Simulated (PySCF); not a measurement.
# GeH3⁺, triplet: reading a ladder of total energies

Geometry: that of the GeH3, doublet, kept fixed. The singlet lies 3.7 eV lower here.

| atom | x (Å) | y (Å) | z (Å) |
| --- | --- | --- | --- |
| Ge | 0.0000 | 0.0000 | -0.0187 |
| H | 1.4650 | 0.0169 | 0.4526 |
| H | -0.7483 | 1.2611 | 0.4484 |
| H | -0.7191 | -1.2778 | 0.4488 |

Basis 6-31G (Cartesian d functions); PySCF 2.14.0. Only valence electrons are correlated (noble-gas cores and the filled d shells of p-block atoms frozen), which leaves 6 electrons in 21 orbitals. R marks a restricted (for open shells ROHF) determinant. No spin–orbit coupling is included, and no scalar relativity.

Full CI is exact within this basis and frozen core; it isn't the basis-set limit.

RCCSD has a T1 diagnostic of 0.027 and a largest doubles amplitude of 0.09.

The cluster runs stand on a determinant 0.21 eV above the lowest RHF solution, chosen by a search with trial CCSD; the correlation energy below is counted from it.

| level | total energy (hartree) |
| --- | --- |
| RHF determinant under the cluster runs | -2076.270868 |
| RMP2 | -2076.321116 |
| RCCSD | -2076.341967 |
| RCCSD(T) | -2076.342985 |
| RCCSDT | -2076.343425 |
| full CI | -2076.343452 |

**Question.** What is the correlation energy at full CI, and what share of it do RMP2 and RCCSD recover?

**Answer.** E(corr) = -2076.343452 − (-2076.270868) = -0.072584 hartree = -1.975 eV. RMP2: -0.050248 / -0.072584 = 69.23 %. RCCSD: -0.071099 / -0.072584 = 97.95 %.

**Question.** By how many kcal/mol does RCCSD(T) miss full CI (1 hartree = 627.509 kcal/mol), and which steps make up the rest?

**Answer.** -2076.342985 − (-2076.343452) = 0.000467 hartree = 0.29 kcal/mol. Steps: RCCSDT − RCCSD(T) = -0.28, full CI − RCCSDT = -0.02 kcal/mol. That is within 1 kcal/mol of the reference in this basis, which itself misses far more of the correlation at the basis-set limit.
